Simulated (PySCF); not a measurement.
**Orbital picture of BC⁺**

PBE0 at R = 1.475 Å; B cc-pVTZ, C cc-pVTZ; no relativity (PySCF 2.14). State: ³Π (triplet), unpaired electrons σ ↑, π ↑, a second solution, started from another occupation. Only the outer orbitals are listed, counted within each symmetry.

```tsv
spin	orbital	occ.	ε (eV)	on B (%)	main shells (%)
α	3σ	1	-29.12	36	54 C s, 22 B s, 12 B p
α	4σ	1	-19.09	57	46 B s, 23 C s, 20 C p
α	1π	1	-17.79	36	63 C p, 33 B p
α	5σ	1	-16.72	50	36 B p, 36 C p, 14 C s
α	1π	0	-14.58	42	57 C p, 40 B p
α	2π	0	-9.47	68	66 B p, 32 C p
α	2π	0	-8.71	62	60 B p, 38 C p
β	3σ	1	-27.44	38	52 C s, 23 B s, 14 B p
β	4σ	1	-17.15	22	42 C p, 35 C s, 21 B s
β	1π	0	-13.95	38	61 C p, 34 B p
β	1π	0	-12.84	42	57 C p, 39 B p
β	5σ	0	-11.58	87	52 B s, 35 B p, 12 C p
```

Problem. Which are the highest filled and the lowest empty level, where do they sit, and how wide is the gap?

Solution. Highest filled α 5σ at -16.72 eV (in %: 36 B p, 36 C p, 14 C s); lowest empty α 1π at -14.58 eV (in %: 57 C p, 40 B p); the gap at PBE0 is 2.14 eV.

* bond order (Mayer): 1.59
* ⟨S²⟩: 2.003
* charge on B (Mulliken, basis-dependent): 0.61
* charge on B (Löwdin, basis-dependent): 0.55
* dipole moment (positive dipole points towards C; it is taken about the centre of mass and depends on that origin): -2.01 D
